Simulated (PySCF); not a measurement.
Trans 3-chloropropionitrile, C₃H₄ClN.
Numbering: `[N:1]#[C:2][CH2:3][CH2:4][Cl:5]` (hydrogens: H6, H7 on C3; H8, H9 on C4)

Cartesian coordinates in Å at the PBE0-D3(BJ)/def2-SVP level; atoms count from 1:
```
atom  x, y, z in Å
N1     1.6624   -2.0795   -0.3368
C2     0.7618   -1.3915   -0.1041
C3    -0.3504   -0.4926    0.1787
C4     0.0144    0.9579   -0.1146
Cl5   -1.3706    2.0191    0.2314
H6    -0.6419   -0.6014    1.2352
H7    -1.2193   -0.7918   -0.4284
H8     0.2874    1.0916   -1.1698
H9     0.8562    1.2880    0.5085
```

Computed with core-valence-separated Tamm–Dancoff BHandHLYP/aug-pcX-1 (pcseg-1 on H, def2-SVPD on Cl) in PySCF, non-relativistic, gas phase, PBE0-D3(BJ)/def2-SVP geometry. BHandHLYP without relativity tends to put these K edges a few eV too low, so spacings mean more than positions.

The lowest roots of each edge with f over 0.003 (five at most, numbered afresh; weaker and dark ones are left out), with transition dipoles (au) in the frame of the coordinates:

```tsv
root	edge	E (eV)	μx	μy	μz
1	C	284.01	0.0526	0.0731	-0.0266
2	C	284.11	0.0313	0.0105	0.0905
3	C	285.26	0.0774	-0.0557	-0.0200
4	C	286.57	-0.0283	-0.0313	0.0133
5	C	287.13	-0.0174	-0.0060	-0.0515
6	N	397.19	-0.0440	-0.0637	0.0226
7	N	397.44	0.0262	0.0087	0.0758
```

**Question.** What are the oscillator strengths?

**Answer.** f = (2/3) ΔE |μ|², with ΔE in hartree (27.2114 eV):

```
root  ΔE (Eh)  |μ|² (au)      f  core hole on
   1  10.4372   0.008818  0.061            C2
   2  10.4410   0.009278  0.065            C2
   3  10.4832   0.009487  0.066            C4
   4  10.5311   0.001953  0.014            C3
   5  10.5520   0.002987  0.021            C3
   6  14.5964   0.006505  0.063            N1
   7  14.6055   0.006505  0.063            N1
```

**Question.** Molecules are fixed in this frame and the field points along (1, 0, −1)/√2. What effective strengths 3 f cos²θ do the roots have (θ between field and μ)?

**Answer.** root 1 (C2): 0.066, root 2 (C2): 0.037, root 3 (C4): 0.099, root 4 (C3): 0.018, root 5 (C3): 0.012, root 6 (N1): 0.065, root 7 (N1): 0.036. Root 3 is the strongest. Averaged over all orientations cos²θ is 1/3, which gives f back.

The run took 24 s of wall time on Intel Xeon at 2.50 GHz, one thread, shared host with 64 logical CPUs at a one-minute load of 60, and the process peaked at 0.74 GiB of memory.

One conformer stands for the species.
